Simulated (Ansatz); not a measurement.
Predict the output of the script below (the Python package of Ansatz (0.2.0)).

The script reads `ccl2f.xyz`:
```text
4

F     1.26300   -0.03020    0.77250
C     0.06710   -0.00770    0.04480
Cl   -1.03020   -1.34090    0.15540
Cl   -0.24440    1.31850   -0.99290
```

Script `methods.py`:
```python
"""One geometry of CCl2F, method by method."""

import ansatz as az


def main() -> None:
    geometry = az.Crystal.molecule_from_extxyz("ccl2f.xyz")

    job = geometry.calculation()
    job = job.basis(gaussian="def2-SVP")
    job = job.spin("collinear", total=1)
    job = job.scf(lower_state_search="light")

    methods = ["mp2", "ccsd", "ccsd_t"]
    reports = [job.correlation(m).run().report for m in methods]
    print(f"Hartree-Fock reference {reports[0]['reference_energy_ev'] / 27.211386246:.6f} Ha")
    best = reports[-1]["free_energy_ev"] - reports[-1]["reference_energy_ev"]
    for method, each in zip(methods, reports):
        gained = each["free_energy_ev"] - each["reference_energy_ev"]
        print(f"{method:8s} total {each['free_energy_ev'] / 27.211386246:.6f} Ha  correlation {gained:9.4f} eV  ({100 * gained / best:.1f} % of the last)")


if __name__ == "__main__":
    main()
```

`python methods.py` gives:
```text
Hartree-Fock reference -1055.813827 Ha
mp2      total -1056.377890 Ha  correlation  -15.3489 eV  (92.1 % of the last)
ccsd     total -1056.411115 Ha  correlation  -16.2530 eV  (97.6 % of the last)
ccsd_t   total -1056.425997 Ha  correlation  -16.6580 eV  (100.0 % of the last)
```

These settings explore the input space; basis and method may be short of convergence. The geometry is a force-field or estimated start, not a minimum of this method, and the basis set is short of its limit. A lower total doesn't mark the better method: functionals have no common bound, and MP2 and coupled cluster aren't variational. The species is open-shell (spin multiplicity 2). Inner cores stay frozen, so this is valence correlation. Finished in 9 s on 1 thread of Intel(R) Xeon(R) 6975P-C (Granite Rapids) (shared host), peak memory 0.3 GiB.

(Lines on the test bed's own set-up are left out of the output.)
